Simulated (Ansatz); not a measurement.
# Telling isomers of CH3OS apart by their spectra

These gas-phase data were calculated for one isomer of CH3OS at B3LYP-D3(BJ)/def2-SVP (harmonic, unscaled wavenumbers; equilibrium rotational constants with average atomic masses):

```
rotational constants            : 46.19, 5.691, 5.258 GHz
all wavenumbers above 1500 cm⁻¹ : 3760, 3211, 2448
```

Candidates:

(1) `CS[O]`, a doublet
(2) `OC[S]`, a doublet
(3) `O[CH]S`, a doublet

Problem. Which structure fits?

Solution. Candidate (3). The band at 3760 cm⁻¹ lies where the O–H stretch is expected; (1) has no mode between 3300 and 4000 cm⁻¹. 1 mode lies between 2750 and 3290 cm⁻¹, one for each C–H bond, while (2) has 2.

The same quantities for all candidates:

```tsv
	rotational constants (GHz)	wavenumbers above 1500 cm⁻¹	E above the lowest, B3LYP-D3(BJ)/def2-SVP (kcal/mol)
(1)	26.22, 8.282, 6.561	3152, 3151, 3035	0.5
(2)	41.36, 5.622, 5.143	3795, 3060, 2911	0.0
(3)	46.19, 5.691, 5.258	3760, 3211, 2448	7.2
```

Harmonic stretches to hydrogen usually lie a few per cent above observed fundamentals. Each candidate is one conformer. Open shells are spin-unrestricted. Programs: Ansatz 0.2.0.
